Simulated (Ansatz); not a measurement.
# CHBSi (quintet): wave-function methods side by side, def2-TZVPP

An exercise on one series of results from a longer session: the logs are not shown, and one member is left open.

Method: def2-TZVPP, core rule «outside noble gas», up to 7 orbitals frozen; program: Ansatz 0.2.0, Gaussian basis.

To be run: UHF; ROHF; CCSD(T) on UHF.

2 further runs of the same task are left out: 2 set aside as unsound or not needed.

## The geometry

The geometry is a PBE0/def2-TZVP stationary point (not a proven minimum) of the parent state, kept for this charge and spin.

4 atoms, charge 0, spin multiplicity 5.

Atoms are counted from 1 here; the program's logs count them from 0.

Bond lengths: B1–Si2 1.833 Å, B1–H4 1.178 Å, Si2–C3 1.800 Å. Angles: Si2–B1–H4 180.0°, B1–Si2–C3 180.0°.

Set-up of the first run:

Input file in.yaml:

```yaml
crystal:
  periodic: [false, false, false]
  atoms:
    - {symbol: B, position_ang: [0.000000, 0.000000, 1.071900]}
    - {symbol: Si, position_ang: [0.000000, 0.000000, -0.760700]}
    - {symbol: C, position_ang: [0.000000, 0.000000, -2.560900]}
    - {symbol: H, position_ang: [0.000000, 0.000000, 2.249700]}
basis:
  gaussian: {orbitals: def2-TZVPP}
magnetization: {spin_polarized: true, initial_magnetization: 4}
hamiltonian: {xc: hf}
output: {orbitals: {seedname: orbitals}}
```

Run with:

```sh
$ ansatz run in.yaml --threads 1 --pin off --events-out ev --progress --plain --max-ram 4096MiB --backend cpu
```

Among the steps run: UHF; ROHF; CCSD(T) on UHF.

One table of the session follows, with a row left open; its other results are not shown here.

It belongs to the step «Misses and costs». 

| method | from UCCSD(T) (meV) |
| --- | --- |
| ROHF | +8868.7 |
| UHF | ? |
| UMP2 | +1539.7 |
| UCCSD | +448.6 |
| UCCSD(T) | 0 |

**Question.** Estimate the row for UHF.

As computed: from UCCSD(T) (meV): +8610.5. In the column «from UCCSD(T) (meV)» it lies between UMP2 (+1539.7) and ROHF (+8868.7).
